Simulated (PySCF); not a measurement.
# LiB: energy against distance

Set-up: basis Li 3-21G, B 3-21G; no relativity; PySCF 2.14. Energies in eV from Li + B in their ground configurations at the same level. State: ³Π (triplet), unpaired electrons σ ↑, π ↑.

All columns are PBE0. A positive dipole means Li(−)B(+).

```tsv
R (Å)	E (eV)	μ (D)	Mulliken charge on Li (basis-dependent)	HOMO (eV)	LUMO (eV)	Mayer bond order	⟨S²⟩
1.886	-1.037	-4.76	0.28	-4.09	-1.92	1.08	2.00
1.974	-1.200	-4.88	0.30	-4.00	-1.84	1.05	2.00
2.061	-1.293	-5.00	0.32	-3.91	-1.77	1.03	2.00
2.127	-1.327	-5.09	0.32	-3.86	-1.72	1.01	2.00
2.193	-1.337	-5.16	0.33	-3.81	-1.68	1.00	2.00
2.259	-1.328	-5.23	0.33	-3.77	-1.65	0.99	2.00
2.346	-1.292	-5.31	0.33	-3.73	-1.60	0.98	2.00
2.456	-1.220	-5.38	0.32	-3.69	-1.67	0.96	2.00
2.588	-1.112	-5.40	0.31	-3.67	-1.76	0.94	2.00
2.763	-0.951	-5.31	0.30	-3.69	-1.88	0.88	2.00
```

A fit through these points gives, at Re = 2.191 Å, μ = -5.16 D and dμ/dR = -1.13 D/Å; the reduced mass is 4.285 u.

How strong is the fundamental in the double-harmonic approximation, I = 42.26·(dμ/dR)²/μred km/mol?

I = 42.26·(-1.13)²/4.285 = 12.6 km/mol at PBE0.

3-21G is very small, so such numbers show the basis as much as the molecule. The state is the lowest determinant that a PBE0 search found; another state may lie lower at other levels.
